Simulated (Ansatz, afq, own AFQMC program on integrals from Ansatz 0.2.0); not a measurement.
Integrals from Ansatz 0.2.0, then the random walk in our own AFQMC program (afq).

```yaml
crystal:
  periodic: [false, false, false]
  atoms:
    - {symbol: Si, position_ang: [0.000000, 0.000000, 0.645532]}
    - {symbol: N, position_ang: [0.000000, 0.000000, -1.059936]}
    - {symbol: H, position_ang: [0.000000, 0.834992, -1.628999]}
    - {symbol: H, position_ang: [0.000000, -0.834993, -1.628999]}
basis:
  gaussian: {orbitals: cc-pVDZ}
magnetization: {spin_polarized: true, initial_magnetization: 1}
correlation: {method: ccsd_t, electrons: outside_noble_gas, hamiltonian_folder: ham}
```

```sh
$ ansatz run in.yaml --threads 1 --pin off --events-out ev --progress --plain --max-ram 1382MiB
```

afq runs on the folder ham with

```
--method phaseless --trial hf --walkers 120 --populations 1 --least-time 40 --time-step 0.005 --steps-per-block 20 --equilibration-blocks 112 --max-blocks 600 --target-error 0.0012000 --factor-cut 1e-05 --start spin_pure --seed 4116 --taylor-order 6
```

Times are imaginary, in 1/Eh. The walk had a cap of 1172 s.

```
orbitals 36  electrons 6 5  factors 276 of 407
reference energy -344.51884198 Eh
CCSD correlation -0.26369421 Eh in 11 cycles, weight of the determinant in the CISD state 0.8795
energy of the start -344.519167 Eh
 block  time / (1/Eh)  mean weight  energy / Eh
     1     0.100  1.0017  -344.582255
     2     0.200  1.0015  -344.639457
     3     0.300  1.0001  -344.675211
     4     0.400  1.0015  -344.707096
     5     0.500  1.0023  -344.739333
     8     0.800  1.0010  -344.751193
    18     1.800  1.0015  -344.774089
    69     6.900  0.9992  -344.749508
    86     8.600  1.0002  -344.846333
   120    12.000  1.0030  -344.776503
   171    17.100  0.9990  -344.792230
   222    22.200  1.0013  -344.798022
   273    27.300  1.0005  -344.781833
   324    32.400  0.9990  -344.792613
   375    37.500  0.9996  -344.791074
   426    42.600  0.9990  -344.780563
   477    47.700  1.0005  -344.795888
   528    52.800  0.9991  -344.766319
   579    57.900  0.9995  -344.828823
   630    63.000  1.0010  -344.794990
   681    68.100  0.9987  -344.803966
   698    69.800  1.0016  -344.806815
blocks merged  error / Eh  count
     1  0.000961  600
     2  0.001272  300
     4  0.001658  150
     8  0.002105  75
    16  0.002481  37
    32  0.002949  18
    64  0.002935  9
energy -344.794686 +/- 0.002949 Eh
(rows thinned)
```

Question: Estimate how long the walk took on 1 thread of Intel(R) Xeon(R) Platinum 8488C (Sapphire Rapids), with other jobs on the host.

Answer: 3.4 min of wall time.

The run passed its tests (sampling time, drift between the halves within three errors, error under three times the target), which doesn't prove that it has relaxed. The second half of the sampling lies above the first by 1.6 errors of their difference, so the energy may still be moving and its error bar be too small.

Against this walk (error 80.3 meV) on the same determinant: CCSD(T) 122.5 meV higher (within the noise), CCSDT(Q) 82.8 meV higher (within the noise), a separate phaseless walk with a CISD trial and standard settings 97.5 ± 81.7 meV higher (within the noise). The error is statistical and leaves out the bias of the constraint.

Cautions: constraint bias not in the error; error above the target (80.3 against 32.7 meV).

CCSDT and higher add their correlation energy to the determinant of the CCSD(T) run, since their own runs factorise the integrals more tightly (a shift of under 2 meV). A walk keeps the symmetry of its determinant, which the program's search chose and which needn't be the lowest solution, so a lower state of the same spin and another symmetry isn't excluded.
